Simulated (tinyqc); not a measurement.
Coupled-perturbed Hartree-Fock on RHF in the sto-3g basis, for H2F+, spin multiplicity 1, step by step. One step of it, computed by the program tinyqc.

Question. Response to a field: uncoupled start. Field along z; U_ai = -mu_ai / (e_a - e_i), alpha = -4 sum U_ai mu_ai.

orbital energies (hartree): MO1 -26.596226, MO2 -1.999937, MO3 -1.099788, MO4 -1.040921, MO5 -1.009800, MO6 -0.071371, MO7 0.032534

dipole integrals <a|z|i> (bohr):
```
           i1        i2        i3        i4        i5
a6  -0.032882  0.048954  0.000000  0.540208  0.000000
a7   0.000000  0.000000  0.636199  0.000000  0.000000
```

Give: uncoupled U; uncoupled polarisability.

Answer.

uncoupled U:
```
        i1       i2       i3       i4      i5
a6  0.0012  -0.0254   0.0000  -0.5572  0.0000
a7  0.0000   0.0000  -0.5619   0.0000  0.0000
```

uncoupled polarisability = 2.6389 bohr^3
